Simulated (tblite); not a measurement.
Compound: C5H9O (doublet state).
Atom-mapped SMILES: `[O:1][CH2:2][CH:3]1[CH2:4][CH2:5][CH2:6]1` (hydrogens: H7, H8 on C2; H9 on C3; H10, H11 on C4; H12, H13 on C5; H14, H15 on C6)

Computed with GFN2-xTB (tblite), gas phase: L-BFGS steps from a force-field or distance-geometry start until the largest atomic force falls under 0.01 eV/Å.

The end geometry, which sets the zero of energy:
```
atom  x, y, z in Å
O1      2.3461   -1.4918   -0.1063
C2      1.7965   -0.3176    0.0502
C3      0.3318   -0.2500   -0.5017
C4     -0.3810    1.1010   -0.4016
C5     -1.5670    0.3863    0.2680
C6     -0.7105   -0.8779    0.4348
H7      2.3121    0.4302   -0.5982
H8      1.8213    0.0671    1.0928
H9      0.3237   -0.6842   -1.5009
H10     0.1189    1.7977    0.2690
H11    -0.5846    1.6020   -1.3456
H12    -1.9307    0.8366    1.1886
H13    -2.4003    0.2364   -0.4143
H14    -1.1381   -1.8171    0.0934
H15    -0.3425   -1.0108    1.4499
```

Task: These geometries come from the run, each turned onto the end geometry. Order them by energy, lowest first.
A.
```
atom  x, y, z in Å
O1      2.2870   -1.5637   -0.3746
C2      1.8360   -0.3814   -0.0469
C3      0.3220   -0.2140   -0.4159
C4     -0.3808    1.1355   -0.2828
C5     -1.6281    0.3453    0.1392
C6     -0.6995   -0.7988    0.5607
H7      2.2535    0.3926   -0.7292
H8      2.0563   -0.0793    0.9989
H9      0.2230   -0.6365   -1.4154
H10     0.0174    1.7053    0.5533
H11    -0.4280    1.7632   -1.1667
H12    -2.2707    0.7851    0.8957
H13    -2.2173    0.0536   -0.7235
H14    -0.9993   -1.8264    0.3947
H15    -0.3758   -0.6725    1.5904
```
B.
```
atom  x, y, z in Å
O1      2.3537   -1.4936   -0.2241
C2      1.8080   -0.3296    0.0143
C3      0.3305   -0.2437   -0.4691
C4     -0.3713    1.1116   -0.3705
C5     -1.5845    0.3825    0.2353
C6     -0.7106   -0.8575    0.4828
H7      2.3218    0.4311   -0.6186
H8      1.8842    0.0161    1.0673
H9      0.2739   -0.6834   -1.4655
H10     0.1008    1.7884    0.3407
H11    -0.5255    1.6379   -1.3110
H12    -2.0498    0.8272    1.1143
H13    -2.3518    0.1811   -0.5085
H14    -1.1066   -1.8231    0.1742
H15    -0.3771   -0.9371    1.5164
```
C.
```
atom  x, y, z in Å
O1      2.2499   -1.5608   -0.4147
C2      1.8345   -0.3777   -0.1044
C3      0.3061   -0.2150   -0.4340
C4     -0.3689    1.1354   -0.2345
C5     -1.6097    0.3224    0.1007
C6     -0.6754   -0.7775    0.6025
H7      2.3465    0.3954   -0.7310
H8      1.9623   -0.0870    0.9433
H9      0.0856   -0.6467   -1.4198
H10    -0.0159    1.6120    0.6765
H11    -0.4097    1.7879   -1.0889
H12    -2.3074    0.7410    0.8118
H13    -2.0673    0.0113   -0.8334
H14    -0.9873   -1.8052    0.4995
H15    -0.3475   -0.5274    1.6045
```
D.
```
atom  x, y, z in Å
O1      2.2427   -1.5584   -0.4100
C2      1.7877   -0.3481   -0.1279
C3      0.3050   -0.2247   -0.4544
C4     -0.3559    1.1292   -0.2186
C5     -1.6111    0.3137    0.0983
C6     -0.6611   -0.7722    0.6067
H7      2.3664    0.3966   -0.7306
H8      1.9639   -0.0953    0.9522
H9      0.0698   -0.6625   -1.4412
H10    -0.0255    1.6084    0.7257
H11    -0.4187    1.7526   -1.0947
H12    -2.2899    0.7461    0.8264
H13    -2.0386    0.0047   -0.8636
H14    -0.9944   -1.7887    0.4784
H15    -0.3445   -0.4932    1.6316
```
E.
```
atom  x, y, z in Å
O1      2.3440   -1.5165   -0.2700
C2      1.8410   -0.3392    0.0026
C3      0.3383   -0.2304   -0.4292
C4     -0.3814    1.1167   -0.3469
C5     -1.6055    0.3706    0.2102
C6     -0.7166   -0.8487    0.5001
H7      2.3173    0.4274   -0.6584
H8      1.9912   -0.0154    1.0547
H9      0.2688   -0.6682   -1.4240
H10     0.0431    1.8024    0.3823
H11    -0.5063    1.6381   -1.2917
H12    -2.0919    0.8281    1.0683
H13    -2.3428    0.1705   -0.5632
H14    -1.0895   -1.8233    0.2020
H15    -0.4140   -0.9042    1.5411
```

Result: B (0.012 eV), E (0.028 eV), A (0.079 eV), C (0.230 eV), D (0.402 eV).

In the order of the answer:

| step | E above end (eV) | largest force (eV/Å) | rms force component (eV/Å) | rms distance from end (Å) | rms bond change (Å) | bond most changed (Å) |
| --- | --- | --- | --- | --- | --- | --- |
| 28 | 0.012 | 0.14 | 0.048 | 0.081 | 0.003 | C2–C3 -0.010 |
| 24 | 0.028 | 0.15 | 0.045 | 0.126 | 0.001 | O1–C2 +0.003 |
| 14 | 0.079 | 0.20 | 0.070 | 0.269 | 0.003 | C3–C6 -0.006 |
| 3 | 0.230 | 0.77 | 0.242 | 0.349 | 0.009 | C4–C5 -0.017 |
| 1 | 0.402 | 1.26 | 0.359 | 0.358 | 0.016 | C2–C3 -0.043 |

The cost below is that of the whole relaxation. On one thread, Arm Neoverse V2 (aarch64), on a shared host, this took 0.23 s of wall time.
